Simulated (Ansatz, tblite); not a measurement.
# The cluster WO3: which isomer is lowest

Which shape does the cluster WO3 prefer? Candidates from a tight-binding search are relaxed and compared.

The runs use Ansatz 0.2.0, Gaussian basis; relaxed with PBE0-D4/def2-TZVP, singlet.

### 1 The starting structure

4 atoms, charge 0, spin multiplicity 1.

Atoms are counted from 1 here; the program's logs count them from 0.

Bond lengths: W1–O2 1.693 Å, W1–O3 1.693 Å, W1–O4 1.693 Å. Angles: O2–W1–O3 115.7°, O2–W1–O4 115.6°, O3–W1–O4 115.6°.

Coordinates:

```
W     0.2370   -0.1257   -0.0146
O     0.5860    1.1765    1.0095
O    -0.7640   -1.3252    0.6381
O    -0.0590    0.2745   -1.6330
```

W takes a core potential in the def2 sets. No spin-orbit coupling is included.

A search from random starts with GFN1-xTB found 4 distinct shapes; 2 go on here. The structure above is candidate A, which lies 0.00 eV above the lowest at that level; B lies 8.02 eV above the lowest at that level.

### 2 Relaxing candidate A

The input, in.yaml:

```yaml
crystal:
  periodic: [false, false, false]
  atoms:
    - {symbol: W, position_ang: [0.236970, -0.125740, -0.014630]}
    - {symbol: O, position_ang: [0.586010, 1.176490, 1.009470]}
    - {symbol: O, position_ang: [-0.764030, -1.325210, 0.638150]}
    - {symbol: O, position_ang: [-0.058950, 0.274460, -1.632990]}
basis:
  gaussian: {orbitals: def2-TZVP}
hamiltonian: {xc: pbe0, dispersion: d4}
scf: {lower_state_search: "off"}
output: {orbitals: {seedname: orbitals}}
relax: {f_tol: 0.02, max_steps: 100}
```

Started as:

```console
$ ansatz run in.yaml --threads 4 --pin off --events-out ev --progress --plain --max-ram 3916MiB
```

The program printed, shortened:

```text
Functional definition: PBE0
  name "PBE0"
  cite "Adamo & Barone, J. Chem. Phys. 110, 6158 (1999) doi:10.1063/1.478522"
  cite "Perdew, Burke & Ernzerhof, Phys. Rev. Lett. 77, 3865 (1996) doi:10.1103/PhysRevLett.77.3865"
  parent pbe
[...]
853 factors; their error is unknown
[...]
mean field -7964.13995700 eV, -292.6767451319 hartree, gradient 2.7e-6 eV, S^2 0.000000; 0 other end points of the search recorded, 0 dependent functions left out
[...]
reference -7964.13998368 eV, -292.6767461123 hartree; 19, 19 occupied and 114, 114 virtual orbitals, 853 factors
relax step   1: F+E_penalty+E_count = -7964.21333836 eV  Δ(F+E_penalty+E_count) = +0.000e0 eV  max|allowed force component| = 2.858e0 eV/Å  Δτ_max = 0.0000 Å  (20 SCF iters, accepted)
[...]
relax step   5: F+E_penalty+E_count = -7964.62147346 eV  Δ(F+E_penalty+E_count) = -6.529e-5 eV  max|allowed force component| = 3.257e-2 eV/Å  Δτ_max = 0.0044 Å  (23 SCF iters, accepted)
[...]
relax step   6: F+E_penalty+E_count = -7964.62150627 eV  Δ(F+E_penalty+E_count) = -3.282e-5 eV  max|allowed force component| = 5.824e-4 eV/Å  Δτ_max = 0.0017 Å  (24 SCF iters, accepted)
Total energy: -7964.62153233 eV, -292.6944426987 hartree
Atom 0 at     0.414269    -0.219689    -0.026093 Å, force    -0.000582     0.000289     0.000004 eV/Å
Atom 1 at     0.503601     1.168056     0.978562 Å, force     0.000255     0.000017     0.000173 eV/Å
Atom 2 at    -0.799154    -1.245968     0.620071 Å, force     0.000131    -0.000230     0.000106 eV/Å
Atom 3 at    -0.118717     0.297601    -1.572540 Å, force     0.000196    -0.000076    -0.000282 eV/Å
Dipole moment:     1.061729    -0.563034    -0.066877 e Å
Checks for a lower state left out: stability, starts, cluster_reference, orbital_swaps, neighbouring_geometries, increment
```

Run time: 5.5 s. Hardware: 4 threads of Arm Neoverse V2, shared host.

Along the way:

```
step  energy from step 1 (eV)  largest force component (eV/Å)
   1                   0.0000                          2.8576
   2                  -0.3248                          1.6320
   3                  -0.4052                          0.2854
   4                  -0.4081                          0.0394
   5                  -0.4081                          0.0326
   6                  -0.4082                          0.0006
```

Close pairs (by a distance rule), those that changed most:

```
 bond  before (Å)  after (Å)  change (Å)
W1–O2       1.693      1.716      +0.023
W1–O4       1.693      1.716      +0.022
W1–O3       1.693      1.716      +0.022
```

### 3 Relaxing candidate B

The input, in.yaml:

```yaml
crystal:
  periodic: [false, false, false]
  atoms:
    - {symbol: W, position_ang: [-0.788160, 0.288880, -0.034970]}
    - {symbol: O, position_ang: [2.228870, -0.104820, 0.088640]}
    - {symbol: O, position_ang: [0.937450, 0.135940, 0.033920]}
    - {symbol: O, position_ang: [-2.378150, -0.320000, -0.087600]}
basis:
  gaussian: {orbitals: def2-TZVP}
hamiltonian: {xc: pbe0, dispersion: d4}
scf: {lower_state_search: "off"}
output: {orbitals: {seedname: orbitals}}
relax: {f_tol: 0.02, max_steps: 100}
```

Same command.

The program printed, shortened:

```text
Functional definition: PBE0
  name "PBE0"
  cite "Adamo & Barone, J. Chem. Phys. 110, 6158 (1999) doi:10.1063/1.478522"
  cite "Perdew, Burke & Ernzerhof, Phys. Rev. Lett. 77, 3865 (1996) doi:10.1103/PhysRevLett.77.3865"
  parent pbe
[...]
853 factors; their error is unknown
[...]
mean field -7956.90868221 eV, -292.4110006848 hartree, gradient 1.9e-6 eV, S^2 0.000000; 0 other end points of the search recorded, 0 dependent functions left out
[...]
reference -7956.90871268 eV, -292.4110018045 hartree; 19, 19 occupied and 114, 114 virtual orbitals, 853 factors
relax step   1: F+E_penalty+E_count = -7956.97144702 eV  Δ(F+E_penalty+E_count) = +0.000e0 eV  max|allowed force component| = 5.343e0 eV/Å  Δτ_max = 0.0000 Å  (47 SCF iters, accepted)
[...]
relax step   9: F+E_penalty+E_count = -7958.79518137 eV  Δ(F+E_penalty+E_count) = +7.788e-5 eV  max|allowed force component| = 7.242e-2 eV/Å  Δτ_max = 0.0045 Å  (28 SCF iters, rejected (line search))
[...]
relax step  10: F+E_penalty+E_count = -7958.79530599 eV  Δ(F+E_penalty+E_count) = -4.673e-5 eV  max|allowed force component| = 1.769e-3 eV/Å  Δτ_max = 0.0022 Å  (29 SCF iters, accepted)
Total energy: -7958.79533603 eV, -292.4803339339 hartree
Atom 0 at    -0.873421     0.783760    -0.046159 Å, force     0.000390    -0.000585     0.000034 eV/Å
Atom 1 at     1.784243    -0.476231     0.076833 Å, force    -0.001769     0.000196    -0.000063 eV/Å
Atom 2 at     0.814539     0.341366     0.026408 Å, force     0.000249     0.000123    -0.000008 eV/Å
Atom 3 at    -1.725351    -0.648895    -0.057091 Å, force     0.001130     0.000267     0.000037 eV/Å
Dipole moment:    -0.471925     0.800331    -0.030786 e Å
Checks for a lower state left out: stability, starts, cluster_reference, orbital_swaps, neighbouring_geometries, increment
```

It took 9.5 s on 4 threads of Arm Neoverse V2, shared host.

Step by step: (the energy doesn't fall at every step)

```
step  energy from step 1 (eV)  largest force component (eV/Å)
   1                   0.0000                          5.3425
   2                  -0.8182                          3.2661
   3                  -1.2835                          3.1325
   4                  -1.6762                          1.0634
   5                  -1.7978                          0.7497
   6                  -1.8204                          0.4358
   7                  -1.8129                          0.5204
   8                  -1.8238                          0.0547
   9                  -1.8237                          0.0724
  10                  -1.8239                          0.0018
```

Close pairs (by a distance rule), those that changed most:

```
 bond  before (Å)  after (Å)  change (Å)
O2–O3       1.315      1.269      -0.045
W1–O4       1.703      1.667      -0.037
W1–O3       1.734      1.746      +0.013
```

### 4 The relaxed candidates

```
candidate  point group     bonds (count, mean Å)  energy above the lowest (kJ/mol)
        A          C3v               O–W 3, 1.72                               0.0
        B           Cs  O–W 2, 1.71; O–O 1, 1.27                             562.1
```

### 5 Candidate B, GFN1-xTB

Tight binding, by tblite at 300 K electronic temperature and without a spin-polarisation term:

```python
tblite.interface.Calculator('GFN1-xTB', numbers, positions, charge=0, uhf=0).singlepoint()
```

Energy -440.1467 eV, HOMO -9.45 eV, LUMO -8.92 eV; 0.002 s.

### 6 Candidate B, GFN2-xTB

Tight binding, by tblite at 300 K electronic temperature and without a spin-polarisation term:

```python
tblite.interface.Calculator('GFN2-xTB', numbers, positions, charge=0, uhf=0).singlepoint()
```

Energy -392.5270 eV, HOMO -11.36 eV, LUMO -9.86 eV; 0.003 s.

### 7 Candidate B, PBE0-D4/def2-TZVP

start.molden holds the orbitals of an earlier run on this state, given as this run's starting guess.

The input, in.yaml:

```yaml
crystal:
  periodic: [false, false, false]
  atoms:
    - {symbol: W, position_ang: [-0.873421, 0.783760, -0.046159]}
    - {symbol: O, position_ang: [1.784243, -0.476231, 0.076833]}
    - {symbol: O, position_ang: [0.814539, 0.341366, 0.026408]}
    - {symbol: O, position_ang: [-1.725351, -0.648895, -0.057091]}
basis:
  gaussian: {orbitals: def2-TZVP, initial_orbitals: start.molden}
hamiltonian: {xc: pbe0, dispersion: d4}
scf: {omitted_lower_state_checks: [starts]}
output: {orbitals: {seedname: orbitals}}
```

Same command.

The program printed:

```text
Functional definition: PBE0
  name "PBE0"
  cite "Adamo & Barone, J. Chem. Phys. 110, 6158 (1999) doi:10.1063/1.478522"
  cite "Perdew, Burke & Ernzerhof, Phys. Rev. Lett. 77, 3865 (1996) doi:10.1103/PhysRevLett.77.3865"
  parent pbe
  parameter a = 0.25
  parameter kappa = 0.804
  parameter beta = 0.06672455060314922
  exchange = (1 - a)*pbe_x(kappa = kappa, mu = beta*pi^2/3) + a*exact_x
  correlation = pbe_c(beta = beta)
these checks for a lower state are left out or cut short: starts
853 factors; their error is unknown
mean field evaluation 1: about -7958.6977 eV, gradient 1.8e-1 eV
mean field evaluation 2: about -7958.7270 eV, gradient 6.5e-4 eV
mean field evaluation 4: about -7958.7270 eV, gradient 2.5e-5 eV
mean field -7958.72701788 eV, -292.4778232881 hartree, gradient 2.5e-5 eV, S^2 0.000000; 0 other end points of the search recorded, 0 dependent functions left out
reference -7958.72704799 eV, -292.4778243945 hartree; 19, 19 occupied and 114, 114 virtual orbitals, 853 factors
Total energy: -7958.79534335 eV, -292.4803342030 hartree
Checks for a lower state left out: starts
```

Wall time 0.75 s (4 threads of Arm Neoverse V2, shared host).

HOMO -6.78 eV, LUMO -3.72 eV.

### 8 Candidate B, PBE-D4/def2-TZVP

Changes to in.yaml since step 7:

```diff
@@ -9,4 +9,4 @@
   gaussian: {orbitals: def2-TZVP, initial_orbitals: start.molden}
-hamiltonian: {xc: pbe0, dispersion: d4}
+hamiltonian: {xc: pbe, dispersion: d4}
 scf: {omitted_lower_state_checks: [starts]}
-output: {orbitals: {seedname: orbitals}}
+output: {forces: true, orbitals: {seedname: orbitals}}
```

Launched as before.

The program printed, shortened:

```text
Functional definition: PBE
  name "PBE"
  cite "Perdew, Burke & Ernzerhof, Phys. Rev. Lett. 77, 3865 (1996) doi:10.1103/PhysRevLett.77.3865"
  parent pbe
[...]
777 factors; their error is unknown
[...]
mean field -7961.75725628 eV, -292.5891824952 hartree, gradient 1.0e-5 eV, S^2 0.000000; 0 other end points of the search recorded, 0 dependent functions left out
[...]
reference -7961.75729677 eV, -292.5891839835 hartree; 19, 19 occupied and 114, 114 virtual orbitals, 777 factors
Total energy: -7961.83867457 eV, -292.5921745624 hartree
Atom 0 at    -0.873421     0.783760    -0.046159 Å, force    -0.746712     1.455666    -0.051640 eV/Å
Atom 1 at     1.784243    -0.476231     0.076833 Å, force     0.516662    -0.437262     0.026902 eV/Å
Atom 2 at     0.814539     0.341366     0.026408 Å, force     0.883297     0.074260     0.033215 eV/Å
Atom 3 at    -1.725351    -0.648895    -0.057091 Å, force    -0.653248    -1.092664    -0.008477 eV/Å
Dipole moment:    -0.315232     0.632191    -0.022078 e Å
Checks for a lower state left out: starts
```

It took 0.95 s on 4 threads of Arm Neoverse V2, shared host.

From the report: HOMO -5.60 eV, LUMO -4.43 eV.

### 9 Candidate B, r2SCAN-D4/def2-TZVP

Changes to in.yaml since step 8:

```diff
@@ -9,4 +9,4 @@
   gaussian: {orbitals: def2-TZVP, initial_orbitals: start.molden}
-hamiltonian: {xc: pbe, dispersion: d4}
+hamiltonian: {xc: r2scan, dispersion: d4}
 scf: {omitted_lower_state_checks: [starts]}
-output: {forces: true, orbitals: {seedname: orbitals}}
+output: {orbitals: {seedname: orbitals}}
```

The command is unchanged.

The program printed:

```text
Functional definition: r2SCAN
  name "r2SCAN"
  cite "Furness, Kaplan, Ning, Perdew & Sun, J. Phys. Chem. Lett. 11, 8208 (2020) doi:10.1021/acs.jpclett.0c02405"
  cite "Furness, Kaplan, Ning, Perdew & Sun, J. Phys. Chem. Lett. 11, 9248 (2020) doi:10.1021/acs.jpclett.0c03077"
  parent r2scan
  parameter k0 = 0.174
  parameter k1 = 0.065
  parameter a1 = 4.9479
  exchange = r2scan_x(k0 = k0, k1 = k1, a1 = a1)
  correlation = r2scan_c
these checks for a lower state are left out or cut short: starts
777 factors; their error is unknown
mean field evaluation 1: about -7964.0052 eV, gradient 5.3e0 eV
mean field evaluation 2: about -7964.0734 eV, gradient 1.8e-1 eV
mean field evaluation 4: about -7964.0697 eV, gradient 3.0e-4 eV
mean field -7964.06971264 eV, -292.6741636993 hartree, gradient 1.2e-5 eV, S^2 0.000000; 0 other end points of the search recorded, 0 dependent functions left out
reference -7964.06972575 eV, -292.6741641810 hartree; 19, 19 occupied and 114, 114 virtual orbitals, 777 factors
Total energy: -7964.08711635 eV, -292.6748032735 hartree
Checks for a lower state left out: starts
```

It took 1.8 s on 4 threads of Arm Neoverse V2, shared host.

HOMO -5.87 eV, LUMO -4.44 eV.

### 10 Candidate B, BHLYP-D4/def2-TZVP

Changes to in.yaml since step 9:

```diff
@@ -9,3 +9,3 @@
   gaussian: {orbitals: def2-TZVP, initial_orbitals: start.molden}
-hamiltonian: {xc: r2scan, dispersion: d4}
+hamiltonian: {xc: {name: BHLYP}, dispersion: d4}
 scf: {omitted_lower_state_checks: [starts]}
```

Launched as before.

The program printed:

```text
Functional definition: BHLYP
  name "BHLYP"
  cite "Becke, J. Chem. Phys. 98, 1372 (1993) doi:10.1063/1.464304"
  cite "Becke, Phys. Rev. A 38, 3098 (1988) doi:10.1103/PhysRevA.38.3098"
  cite "Lee, Yang & Parr, Phys. Rev. B 37, 785 (1988) doi:10.1103/PhysRevB.37.785"
  parameter a = 0.5
  exchange = (1 - a)*b88_x + a*exact_x
  correlation = lyp_c
these checks for a lower state are left out or cut short: starts
994 factors; their error is unknown
mean field evaluation 1: about -7957.5557 eV, gradient 8.3e0 eV
mean field evaluation 2: about -7957.6958 eV, gradient 3.7e-1 eV
mean field evaluation 4: about -7957.7612 eV, gradient 3.3e-1 eV
mean field evaluation 8: about -7957.7613 eV, gradient 2.1e-5 eV
mean field -7957.76126372 eV, -292.4423324774 hartree, gradient 2.1e-5 eV, S^2 0.000000; 0 other end points of the search recorded, 0 dependent functions left out
reference -7957.76140930 eV, -292.4423378273 hartree; 19, 19 occupied and 114, 114 virtual orbitals, 994 factors
Total energy: -7957.87762104 eV, -292.4466085301 hartree
Checks for a lower state left out: starts
```

Run time: 1.2 s. Hardware: 4 threads of Arm Neoverse V2, shared host.

From the report: HOMO -7.95 eV, LUMO -3.00 eV.

### 11 Candidate B, ωB97X-V/def2-TZVP

Changes to in.yaml since step 10:

```diff
@@ -9,3 +9,3 @@
   gaussian: {orbitals: def2-TZVP, initial_orbitals: start.molden}
-hamiltonian: {xc: {name: BHLYP}, dispersion: d4}
+hamiltonian: {xc: {name: wB97X-V}}
 scf: {omitted_lower_state_checks: [starts]}
```

The command is unchanged.

The program printed, shortened:

```text
Functional definition: wB97X-V
  name "wB97X-V"
  cite "Mardirossian & Head-Gordon, Phys. Chem. Chem. Phys. 16, 9904 (2014) doi:10.1039/C3CP54374A"
  cite "Becke, J. Chem. Phys. 107, 8554 (1997) doi:10.1063/1.475007"
  cite "Vydrov & Van Voorhis, J. Chem. Phys. 133, 244103 (2010) doi:10.1063/1.3521275"
[...]
      + integral(e_c_pw_opposite_spin*poly(b97_u_opposite, cos0, cos1)) + vv10(b, c)
[...]
833 factors; their error is unknown
157 factors; integrals over basis functions are off by at most 1.3e-5 eV
[...]
mean field -7961.74237842 eV, -292.5886357439 hartree, gradient 4.1e-5 eV, S^2 0.000000; 0 other end points of the search recorded, 0 dependent functions left out
reference -7961.74237651 eV, -292.5886356739 hartree; 19, 19 occupied and 114, 114 virtual orbitals, 833 factors
Total energy: -7961.74237651 eV, -292.5886356739 hartree
Checks for a lower state left out: starts
```

Run time: 2.8 s. Hardware: 4 threads of Arm Neoverse V2, shared host.

HOMO -9.11 eV, LUMO -1.67 eV.

### 12 Candidate B, CCSD(T)/def2-TZVPP

Changes to in.yaml since step 11:

```diff
@@ -8,4 +8,4 @@
 basis:
-  gaussian: {orbitals: def2-TZVP, initial_orbitals: start.molden}
-hamiltonian: {xc: {name: wB97X-V}}
+  gaussian: {orbitals: def2-TZVPP, initial_orbitals: start.molden}
+correlation: {method: ccsd_t}
 scf: {omitted_lower_state_checks: [starts]}
```

The command is unchanged.

The program printed, shortened:

```text
Functional definition: HF
  name "HF"
  cite "Fock, Z. Phys. 61, 126 (1930) doi:10.1007/BF01340294"
  parent pbe
[...]
1002 factors; integrals over basis functions are off by at most 9.5e-4 eV
[...]
mean field -7914.63647642 eV, -290.8575257751 hartree, gradient 2.1e-6 eV, S^2 0.000000; 1 other end points of the search recorded, 0 dependent functions left out; unrestricted orbitals would lower it
[...]
determinant -7914.63647642 eV, -290.8575257751 hartree, with singles and doubles -7946.30600499 eV, -292.0213594838 hartree
determinant -7912.86252776 eV, -290.7923343642 hartree, with singles and doubles -7943.62069098 eV, -291.9226760139 hartree
unrestricted determinant -7916.56027044 eV, -290.9282239013 hartree, S^2 1.6691
3 core orbitals not correlated: weight in the atoms' cores, before any rotation towards them, 1.000 or more for the frozen orbitals, at most 0.000 for the correlated occupied ones
reference -7914.63647642 eV, -290.8575257751 hartree; 16, 16 occupied and 130, 130 virtual orbitals, 1002 factors
second order -33.74004136 eV of doubles, -0.00000000 eV of singles
cycle   1  -31.53539790 eV  change    -1.9e0 eV  update   3.7e-2
[...]
cycle  17  -31.59933900 eV  change    1.7e-5 eV  update   1.5e-5
perturbative correction -2.32191731 eV, -0.0853288874 hartree
Total energy: -7948.55773273 eV, -292.1041089520 hartree
Checks for a lower state left out: starts
```

It took 40 s on 4 threads of Arm Neoverse V2, shared host; peak memory 1.2 GiB.

Hartree-Fock HOMO -9.77 eV, LUMO -1.21 eV; T1 0.051. Doubts: large T1 diagnostic, restricted state is unstable towards broken spin symmetry.

### 13 B against A

The energies of A at these levels come from its own runs, whose logs aren't repeated here.

```
              level  B above A (kJ/mol)     time
           GFN1-xTB              +807.7  0.004 s
           GFN2-xTB              +406.5  0.005 s
     HF/def2-TZVPP†              +612.6         
   PBE-D4/def2-TZVP              +533.6    1.7 s
r2SCAN-D4/def2-TZVP              +571.9    3.4 s
  PBE0-D4/def2-TZVP              +562.1    1.7 s
 BHLYP-D4/def2-TZVP              +580.1    2.5 s
  ωB97X-V/def2-TZVP              +595.2    5.7 s
    MP2/def2-TZVPP†              +629.2         
   CCSD/def2-TZVPP†              +592.5         
CCSD(T)/def2-TZVPP†              +567.1     66 s
```

Times add the two runs; a level without a time comes out of a correlated run. † marks a level with a doubtful state (flagged, unstable, out of aufbau order, or strongly spin-contaminated); such levels are left out of the summary. CCSD(T)/def2-TZVPP is no safe reference here (large T1 diagnostic, restricted state is unstable towards broken spin symmetry).

### 14 Results

| quantity | value |
| --- | --- |
| B above A, range of the levels free of doubt, tight binding aside | +533.6 to +595.2 kJ/mol |
| levels that put B lower | none |

In words: All levels free of doubt put A (C3v) below B (Cs), by 406.5 to 807.7 kJ/mol. The search was small, so a lower isomer may exist. Only singlets are compared; another spin may lie lower and prefer another shape.
